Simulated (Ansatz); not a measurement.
# CH2Na radical (SMILES [CH2][Na]): single points off equilibrium

One table from this session's results is given with a row withheld; the runs are named, their logs left out.

Method: single points in def2-TZVPP; program: Ansatz 0.2.0, Gaussian basis.

Correlated methods freeze the cores. The outer core shell of Li, Na, Mg and K is correlated. Orbitals are unrestricted.

2 further runs of the same task are left out: 2 that didn't finish.

## Starting geometry

SMILES `[CH2][Na]`, 4 atoms, charge 0, spin multiplicity 2.

Atoms are counted from 1 here; the program's logs count them from 0.

Bond lengths: C1–Na2 2.282 Å, C1–H3 1.102 Å, C1–H4 1.099 Å. Angles: Na2–C1–H3 123.7°, Na2–C1–H4 121.3°, H3–C1–H4 105.8°.

As a file:

```xyz
4
charge 0, multiplicity 2
C    -0.17498   -0.01850   -0.20853
Na    1.55512    0.21668    1.26088
H    -0.55941    0.80214   -0.83562
H    -0.29748   -0.93341   -0.80492
```

Set-up of the first run:

Input file run/in.yaml:

```yaml
crystal:
  periodic: [false, false, false]
  atoms:
    - {symbol: C, position_ang: [-0.174978, -0.018496, -0.208533]}
    - {symbol: Na, position_ang: [1.555119, 0.216680, 1.260884]}
    - {symbol: H, position_ang: [-0.559406, 0.802139, -0.835616]}
    - {symbol: H, position_ang: [-0.297484, -0.933412, -0.804915]}
basis:
  gaussian: {orbitals: def2-TZVPP}
magnetization: {spin_polarized: true, initial_magnetization: 1}
hamiltonian: {xc: pbe, dispersion: d4}
output: {forces: true}
```

Launch:

```console
> ansatz run in.yaml --threads 2 --pin off --events-out ev --progress --plain --max-ram 3481MiB
```

Steps of the session up to this table: PBE-D4/def2-TZVPP; r2SCAN-D4/def2-TZVPP; PBE0-D4/def2-TZVPP; wB97M-V/def2-TZVPP; CCSD(T)/def2-TZVPP.

One table of the session follows, with a row left open; its other results are not shown here.

| method | RMS force component (eV/Å) | angle to CCSD(T) forces (°) | dipole (D) |
| --- | --- | --- | --- |
| PBE-D4 | ? | ? | ? |
| r2SCAN-D4 | 0.167 | 5.9 | 6.48 |
| PBE0-D4 | 0.179 | 6.8 | 6.40 |
| wB97M-V | 0.198 | 18.0 | 6.57 |
| CCSD(T) | 0.183 | reference | 6.71 |

Estimate the missing values for PBE-D4.

**Answer.** RMS force component (eV/Å): 0.180; angle to CCSD(T) forces (°): 32.7; dipole (D): 5.81. In the column «RMS force component (eV/Å)» it lies between PBE0-D4 (0.179) and CCSD(T) (0.183).
